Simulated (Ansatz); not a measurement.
Saddle point of SiNH7O, singlet (SiNH₅ ([NH2][SiH3]) + H₂O → SiH₄O ([OH][SiH3]) + NH₃; bonds formed: Si1–O7, N2–H6; bonds broken: Si1–N2, H6–O7), PBE0-D4/def2-TZVP structure:

Si1  (-0.771, 0.052, -0.382)
N2  (0.461, -0.714, 0.814)
H3  (-1.774, -1.088, -0.295)
H4  (-1.592, 1.154, 0.174)
H5  (-0.459, -0.049, -1.836)
H6  (1.100, 0.255, 0.456)
O7  (0.818, 1.295, -0.227)
H8  (0.152, -0.731, 1.779)
H9  (0.773, -1.642, 0.558)
H10  (1.292, 1.467, -1.042)
(Å)

Energies are electronic, without zero-point energy. Barriers and step energies count from the start structure reached by relaxing down the imaginary mode; all methods use the PBE0-D4 structures, on which another method's saddle can fall below an end. Computed with Ansatz 0.2.0 (basis: def2-TZVPP, with def2-QZVPP for the basis limit); correlated methods freeze the cores. B3LYP uses VWN-RPA correlation. Extrapolation: Hartree–Fock as exp(−7.88 √X), correlation as X^−2.97.

```json
{"method": "SPW92", "barrier (eV)": "0.555", "step energy (eV)": "-0.402"}
{"method": "PBE-D4", "barrier (eV)": "0.888", "step energy (eV)": "-0.319"}
{"method": "BLYP-D4", "barrier (eV)": "1.058", "step energy (eV)": "-0.299"}
{"method": "r2SCAN-D4", "barrier (eV)": "0.965", "step energy (eV)": "-0.377"}
{"method": "B97M-V", "barrier (eV)": "1.107", "step energy (eV)": "-0.420"}
{"method": "PBE0-D4", "barrier (eV)": "1.009", "step energy (eV)": "-0.325"}
{"method": "B3LYP-D4", "barrier (eV)": "1.135", "step energy (eV)": "-0.307"}
{"method": "r2SCAN0-D4", "barrier (eV)": "1.051", "step energy (eV)": "-0.369"}
{"method": "BHLYP-D4", "barrier (eV)": "1.270", "step energy (eV)": "-0.331"}
{"method": "CAM-B3LYP-D4", "barrier (eV)": "1.119", "step energy (eV)": "-0.322"}
{"method": "wB97X-V", "barrier (eV)": "1.101", "step energy (eV)": "-0.346"}
{"method": "wB97M-V", "barrier (eV)": "?", "step energy (eV)": "-0.372"}
{"method": "B2PLYP", "barrier (eV)": "1.160", "step energy (eV)": "-0.311"}
{"method": "PBE-QIDH", "barrier (eV)": "?", "step energy (eV)": "-0.343"}
{"method": "RPA on PBE", "barrier (eV)": "1.153", "step energy (eV)": "-0.332"}
{"method": "HF", "barrier (eV)": "?", "step energy (eV)": "-0.266"}
{"method": "MP2", "barrier (eV)": "1.098", "step energy (eV)": "-0.340"}
{"method": "CCSD", "barrier (eV)": "1.248", "step energy (eV)": "-0.325"}
{"method": "CCSD(T)", "barrier (eV)": "1.161", "step energy (eV)": "-0.335"}
```

(1) Fill in the withheld barriers. (An estimate is asked for; the value comes from the calculation.)

T1 diagnostic: at most 0.011.

## Answers

(1) Computed: HF 1.711; PBE-QIDH 1.083; wB97M-V 1.073 eV. Each is the energy of the saddle less that of the start structure, by the same method.

For comparison, the barrier by CCSD(T) at an estimated basis limit (MP2 extrapolated from triple and quadruple zeta, plus CCSD(T) − MP2 in triple zeta) is 1.169 eV.

The step is the kind of ligand exchange by which a precursor binds to a hydroxyl group, or is hydrolysed, in atomic layer deposition of oxides.

Labels in which every atom is bracketed show which atoms are joined, not bond orders.

For scale, one of the runs: CCSD(T)/def2-TZVPP, 202 basis functions, launched by `ansatz run in.yaml --threads 2 --pin off --events-out ev --progress --plain --max-ram 4352MiB`. The run took 48 s on 2 CPU threads of an Arm Neoverse V2 (shared host), with 2.5 GiB of host memory at its peak.
